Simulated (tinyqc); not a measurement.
Worked calculation: geometry optimisation on the RHF/sto-3g surface (energies and gradients from PySCF), for BH3, spin multiplicity 1. One step of it, computed by the program tinyqc.

Task: Step 3: move. Quasi-Newton step p = -H^(-1) g (the inverse Hessian comes from BFGS updates; coordinates in the order x, y, z of each atom); steps longer than 0.1 bohr are cut back.

positions after step 2 (bohr):
```
            x          y          z
1B  -0.010829   0.010969  -0.003185
2H   2.182485  -0.006034   0.052513
3H  -1.116426   1.914861  -0.029777
4H  -1.123260  -1.861214  -0.070574
```

gradient (hartree/bohr):
```
              x            y            z
1B   0.00040928  -0.00696537   0.00192294
2H   0.00098132  -0.00039705  -0.00063868
3H  -0.00308039   0.00234668  -0.00075151
4H   0.00168979   0.00501574  -0.00053275
```

inverse Hessian in use (bohr^2/hartree):
```
            1          2          3          4          5          6          7          8
1    1.778794   0.087053  -0.047067   0.978181  -0.007935   0.010056   0.314905  -0.304833
2    0.087053   2.348841  -0.566837  -0.337947   0.133037   0.178027  -0.049540   0.402890
3   -0.047067  -0.566837   4.917196   0.910981  -0.354623  -0.508734  -0.902144   0.064285
4    0.978181  -0.337947   0.910981   3.206886  -0.192181  -0.289215  -0.694865   0.221045
5   -0.007935   0.133037  -0.354623  -0.192181   3.412490   0.113863   0.207014  -0.019831
6    0.010056   0.178027  -0.508734  -0.289215   0.113863   3.496706   0.289409  -0.020147
7    0.314905  -0.049540  -0.902144  -0.694865   0.207014   0.289409   3.684758   0.144585
8   -0.304833   0.402890   0.064285   0.221045  -0.019831  -0.020147   0.144585   3.133467
9    0.014964   0.184604  -0.556196  -0.318483   0.124577   0.178592   0.312683  -0.017824
10   0.261454   0.300435   0.038229  -0.156869  -0.006898  -0.010250   0.028535  -0.060797
11   0.225715   0.448565   0.857176   0.309083  -0.192362  -0.271743  -0.302059  -0.183192
12   0.022046   0.204207  -0.518933  -0.303283   0.116183   0.166770   0.300052  -0.026313

            9         10         11         12
1    0.014964   0.261454   0.225715   0.022046
2    0.184604   0.300435   0.448565   0.204207
3   -0.556196   0.038229   0.857176  -0.518933
4   -0.318483  -0.156869   0.309083  -0.303283
5    0.124577  -0.006898  -0.192362   0.116183
6    0.178592  -0.010250  -0.271743   0.166770
7    0.312683   0.028535  -0.302059   0.300052
8   -0.017824  -0.060797  -0.183192  -0.026313
9    3.528470  -0.009164  -0.291356   0.182468
10  -0.009164   3.200213  -0.232739  -0.018815
11  -0.291356  -0.232739   3.260322  -0.294077
12   0.182468  -0.018815  -0.294077   3.503029
```

Give: positions after step 3.

Result:

positions after step 3 (bohr):
```
          x        y        z
1B  -0.0117   0.0253  -0.0259
2H   2.1702  -0.0010   0.0598
3H  -1.1013   1.9115  -0.0217
4H  -1.1252  -1.8772  -0.0632
```
